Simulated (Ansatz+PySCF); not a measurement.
A calculation with Ansatz (development build ahead of 0.2.0).

```yaml
crystal:
  periodic: [false, false, false]
  atoms:
    - { symbol: F, position_ang: [0.0, 0.0, -1.13557] }
    - { symbol: F, position_ang: [0.0, 0.0, 1.13557] }
basis:
  gaussian: { orbitals: STO-3G }
hamiltonian:
  xc: pbe0
output:
  forces: true
```

The input is written out in the form of the current development build from the run's settings.

The run gave:

```json
{
  "Converged": "yes",
  "Total energy": "-196.30502 hartree",
  "Spin squared of the determinant": "0.000",
  "Stability test": "minimum among restricted orbitals"
}
```

Forces (eV/Å):
```tsv
atom	Fx	Fy	Fz
F1	0.000	0.000	4.269
F2	0.000	0.000	-4.269
```

Caution: an unrestricted determinant lies well below.
